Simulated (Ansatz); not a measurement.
A made-up structure of C2H4N (charge -1), singlet:

```xyz
7
angstrom
C 0.9597 -1.1278 0.0589
C 0.2968 0.0227 0.1413
N -0.9645 0.3274 -0.3262
H -1.5342 -0.3650 -0.8123
H -1.3499 1.2619 -0.1902
H 0.7888 0.8793 0.6467
H 1.9043 -1.0072 0.5245
```

It is relaxed with PBE-D4/def2-SVPD and then PBE0-D4/def2-TZVPD (Ansatz 0.2.0). Atoms count as bonded within 1.22 times the sum of their covalent radii (H–H: 0.88 Å). The end point is not checked to be a true minimum.

**Question.** Does its bonding change? (Judge from chemistry; the calculation decides.)

**Answer.** By the calculation: No: no bond forms or breaks.

Where it ends: The first stage lowers the energy by 0.39 eV in 16 steps. It ends as C₂H₄N ([CH][CH][NH2]), total charge -1:
```tsv
atom	x (Å)	y (Å)	z (Å)
C1	0.8908	-1.0575	-0.0800
C2	0.2801	0.0767	0.2598
N3	-1.1088	0.3556	-0.0578
H4	-1.3988	-0.4206	-0.6516
H5	-1.1772	1.2015	-0.6203
H6	0.6991	0.9087	0.8568
H7	1.9159	-1.0733	0.3357
```

Labels in which every atom is bracketed show which atoms are joined, not bond orders.

For scale, one of the runs: PBE0-D4/def2-TZVPD relaxation, 147 basis functions, launched by `ansatz run in.yaml --threads 2 --pin off --events-out ev --progress --plain --max-ram 4352MiB`. The run took about 15 s on 2 CPU threads of an Arm Neoverse V1 (shared host).
